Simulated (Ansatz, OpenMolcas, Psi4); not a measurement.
## SiNH5 (SMILES [SiH3]N): the electronic atomisation energy, rung by rung

SiNH5 has 7 atoms, charge 0, and is taken as a singlet. SMILES: `[SiH3]N`. The shape is that of a PBE0-D4/def2-TZVP optimisation.

Quantity: the electronic atomisation energy, in eV. The values are calculated. Electronic energies at fixed atoms, without zero-point motion or spin-orbit coupling.

```
             level                    kind     program  value (eV)  less CCSD(T)/def2-TZVP  CPU time (all runs)
   SVWN5/def2-TZVP                     LDA      Ansatz       24.87                   +3.47                4.1 s
     PBE/def2-TZVP                     GGA        Psi4       22.20                   +0.80                 75 s
  r2SCAN/def2-TZVP                meta-GGA  OpenMolcas       22.17                   +0.77                 73 s
   B3LYP/def2-TZVP           global hybrid  OpenMolcas       22.36                   +0.96                 56 s
   HSE06/def2-TZVP  range-separated hybrid      Ansatz       22.01                   +0.61                7.4 s
RPA@PBE0/def2-TZVP                     RPA      Ansatz       20.98                   -0.42                9.3 s
     MP2/def2-TZVP     perturbation theory      Ansatz       21.27                   -0.13                2.5 s
 CCSD(T)/def2-TZVP   coupled cluster or CI        Psi4       21.40                    0.00                 65 s
```

CCSD(T)/def2-TZVP is the highest level here, not the true value. The values span 20.98 to 24.87 eV. Times are those of the runs behind each value, whatever else they computed, on shared processors of several kinds: orders of magnitude only.
